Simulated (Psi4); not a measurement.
Psi4 input (wB97X-D/6-311+G**):

```
memory 1500 MB

molecule {
1 1
Si    0.00000000    0.00000000    0.00000000
H     0.01222522    1.46745298   -0.00876651
H     1.26466648   -0.74421996    0.01999757
H    -1.27689170   -0.72323302   -0.01123105
symmetry c1
no_reorient
no_com
}

set {
  basis 6-311+G**
  reference rks
  scf_type pk
  dft_radial_points 99
  dft_spherical_points 590
  e_convergence 1e-8
  d_convergence 1e-7
  maxiter 150
}

e = energy('wb97x-d')
print_out(f'\nFINAL {e:.10f} DIPOLE {variable("CURRENT DIPOLE")[0]:.6f} {variable("CURRENT DIPOLE")[1]:.6f} {variable("CURRENT DIPOLE")[2]:.6f}\n')
```

From the last part of the output:

```
   Electrons on quadrature grid:
      Ntotal   =   15.9999999873 ; deviation = -1.273e-08

    Orbital Energies [Eh]
    ---------------------

    Doubly Occupied:

       1A    -66.599254     2A     -5.730469     3A     -4.082826
       4A     -4.069949     5A     -4.069949     6A     -0.911472
       7A     -0.723284     8A     -0.723284

    Virtual:

       9A     -0.307460    10A     -0.151117    11A     -0.112272
      12A     -0.112272    13A     -0.092364    14A     -0.062344
      15A     -0.062344    16A     -0.057339    17A      0.131135
      18A      0.131135    19A      0.154603    20A      0.191363
      21A      0.237558    22A      0.237558    23A      0.272552
      24A      0.326405    25A      0.326406    26A      0.550120
      27A      0.621021    28A      0.621023    29A      0.996926
      30A      0.996926    31A      1.009378    32A      1.077893
      33A      1.248676    34A      1.280094    35A      1.280095
      36A      1.391034    37A      1.391034    38A      1.687666
      39A      1.932748    40A      1.932749    41A      2.395384
      42A      2.401274    43A      2.401274    44A      5.240080
      45A     11.071169    46A     11.242780    47A     11.242780
      48A    140.732302

    Final Occupation by Irrep:
              A
    DOCC [     8 ]
    NA   [     8 ]
    NB   [     8 ]

  @RKS Final Energy:  -290.93329286270551

   => Energetics <=

    Nuclear Repulsion Energy =             15.7693561961002562
    One-Electron Energy =                -428.8250616241030002
    Two-Electron Energy =                 137.7969065245596028
    DFT Exchange-Correlation Energy =     -15.6740386028043144
    Empirical Dispersion Energy =          -0.0004553564580945
    VV10 Nonlocal Energy =                  0.0000000000000000
    Total Energy =                       -290.9332928627055139

Computation Completed

Properties will be evaluated at   0.000000,   0.000000,   0.000000 [a0]

Properties computed using the SCF density matrix

 Multipole Moments:

 ------------------------------------------------------------------------------------
     Multipole            Electronic (a.u.)      Nuclear  (a.u.)        Total (a.u.)
 ------------------------------------------------------------------------------------

 L = 1.  Multiply by 2.5417464519 to convert [e a0] to [Debye]
 Dipole X            :         -0.0000010            0.0000000           -0.0000010
 Dipole Y            :          0.0000010            0.0000000            0.0000010
 Dipole Z            :         -0.0000000            0.0000000           -0.0000000
 Magnitude           :                                                    0.0000014

 ------------------------------------------------------------------------------------

FINAL -290.9332928627 DIPOLE -0.000001 0.000001 -0.000000

*** Psi4 exiting successfully. Buy a developer a beer!
```

The dipole moment of an ion depends on the origin.
